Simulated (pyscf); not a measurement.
Thermochemistry of product channels of •H₂C–SiH₃ on the doublet surface, in eV, from ωB97M-D3(BJ)/def2-TZVP energies (ideal gas, 1 atm, RRHO with modes under 100 cm⁻¹ raised to 100, one conformer, R ln 2 for rigid chiral ones). PySCF, gas phase, ωB97X-D3(BJ)/def2-SVP geometries.

| products | ΔE | ΔH(298 K) | ΔG(600 K) | ΔG(1200 K) |
|---|---|---|---|---|
| H₃C–SiH₂• | -0.46 | -0.35 | -0.30 | -0.22 |
| [H₂C=SiH]• + H₂ | +2.06 | +1.95 | +1.26 | +0.55 |
| H₂C=SiH₂ + H• | +2.58 | +2.43 | +1.90 | +1.33 |
| CH₃• + SiH₂ [singlet] | +2.49 | +2.40 | +1.60 | +0.83 |
| H₃C–SiH: [singlet] + H• | +2.58 | +2.49 | +1.85 | +1.20 |

These are energies of the channels, which say nothing of barriers.
